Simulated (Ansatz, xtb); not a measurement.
# CH3FOS2: which of two isomers lies lower

Structure X: `O[C@H](F)SS`, a singlet. Structure Y: `FCOSS`, a singlet. Both are isolated molecules in the gas phase, relaxed with PBE-D3(BJ)/def2-SVP; the shapes shown needn't be the lowest conformers.

X (Å):

```xyz
8

C    -0.1145    0.3911   -1.4568
F    -0.2001    1.7239   -1.8120
O     1.1427   -0.1041   -1.6319
S    -0.6842    0.3890    0.3312
S    -0.7895   -1.6593    0.6877
H     1.7326    0.3660   -1.0052
H    -0.8123   -0.2122   -2.0741
H     0.5339   -1.8901    0.9533
```

Y (Å):

```tsv
atom	x (Å)	y (Å)	z (Å)
C	2.7705	-0.3086	0.0374
F	3.3895	0.8957	-0.1860
O	1.4286	-0.1485	0.3952
S	0.3925	0.3997	-0.8687
S	-0.0271	-1.2787	-1.9837
H	3.2416	-0.8061	0.9144
H	2.8728	-0.9340	-0.8813
H	-1.0537	-1.8008	-1.2346
```

Problem. Estimate E(Y) − E(X) at the level CCSD(T)/def2-SVP + ΔMP2/def2-TZVPP.

Solution. Calculated at CCSD(T)/def2-SVP + ΔMP2/def2-TZVPP: E(Y) − E(X) = +15.2 kcal/mol, so structure X lies lower.

How the difference moves with the method:

```tsv
level	geometry	E(Y) − E(X) (kcal/mol)	departure from the last row (kcal/mol)	job, with rough time for the two
GFN2-xTB	GFN2-xTB	+2.6	−12.6	optimisation, 0.16 s
HF/STO-3G	GFN2-xTB	+7.3	−7.8	single point, 0.42 s
r2SCAN-D4/def2-SVP	GFN2-xTB	+15.8	+0.6	single point, 5.8 s
PBE-D3(BJ)/def2-SVP	PBE-D3(BJ)/def2-SVP	+15.7	+0.5	optimisation, 50 s
HF/def2-SVP	PBE-D3(BJ)/def2-SVP	+19.0	+3.8	part of the CCSD(T) run
MP2/def2-SVP	PBE-D3(BJ)/def2-SVP	+19.1	+3.9	part of the CCSD(T) run
CCSD(T)/def2-SVP	PBE-D3(BJ)/def2-SVP	+17.6	+2.5	single point
CCSD(T)/def2-SVP + ΔMP2/def2-TZVPP	PBE-D3(BJ)/def2-SVP	+15.2		single point, 34 s
```

As drawn, Y has 1 O–S, 1 C–H in place of 1 C–S, 1 O–H.

None of the levels shown reverses the order. The largest departure from CCSD(T)/def2-SVP + ΔMP2/def2-TZVPP is that of GFN2-xTB, 12.6 kcal/mol. The last row adds to CCSD(T) the change of the MP2 difference between the two basis sets, here −2.5 kcal/mol.

With harmonic frequencies from PBE-D3(BJ)/def2-SVP (ideal gas, rigid rotor, one conformer each, 298.15 K, 1 atm): on the last row, ΔE + ΔZPE = +15.1 kcal/mol. A mode under 50 cm⁻¹ makes harmonic enthalpies and free energies unreliable, so none is given.

The correlated steps freeze 13 core orbitals. Codes used: Ansatz 0.2.0, xtb 6.7.1; the last row on 1 thread of Arm Neoverse V2 on a shared host.
